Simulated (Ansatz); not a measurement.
Rutile PbO2 was calculated with r²SCAN+rVV10 in Ansatz (plane waves, PAW).

Numerical settings: plane-wave cutoff 560 eV, 12×12×16 k mesh (along the axes of the cell as run), Fermi–Dirac smearing 0.05 eV, scalar-relativistic PAW data made under PBE.

Shape and atoms are relaxed at each volume.

Pressure at four volumes; x = ln(V/13.959 Å³). One pressure is withheld.

| V (Å³/atom) | x | P (GPa) |
|---|---|---|
| 13.401 | -0.0408 | 6.46 |
| 13.959 | 0.0000 | 0.00 |
| 14.238 | 0.0198 | -2.64 |
| 14.517 | 0.0392 | ? |

Pass a parabola P(x) through the three rows shown, estimate the bulk modulus and its pressure derivative near zero pressure, and predict the withheld pressure.

Slopes between the rows: (0.00 − (6.46))/(0.0000 − (-0.0408)) = -158.33 and (-2.64 − (0.00))/(0.0198 − (0.0000)) = -133.33 GPa. Their difference over the span 0.0606 is c = 25.00/0.0606 = 412.5 GPa, so P(x) = 6.46 + (-158.33)(x − (-0.0408)) + 412.5 (x − (-0.0408))(x − (0.0000)). At the middle row B = −dP/dx = −[-158.33 + 412.5 × 0.0408] = 141.5 GPa, and B′ = dB/dP = 2c/B = 5.8. At x = 0.0392 the parabola gives -4.91 GPa; the run gives -4.94 GPa. The Birch–Murnaghan fit to the energies at all volumes has B0 = 141 GPa and B′ = 5.7.

Note: the bulk modulus comes from volumes at which shape and atoms were relaxed.

Spin–orbit coupling is not included; it can shift volumes and moduli of such heavy elements.

Ansatz is a program for electronic structure.
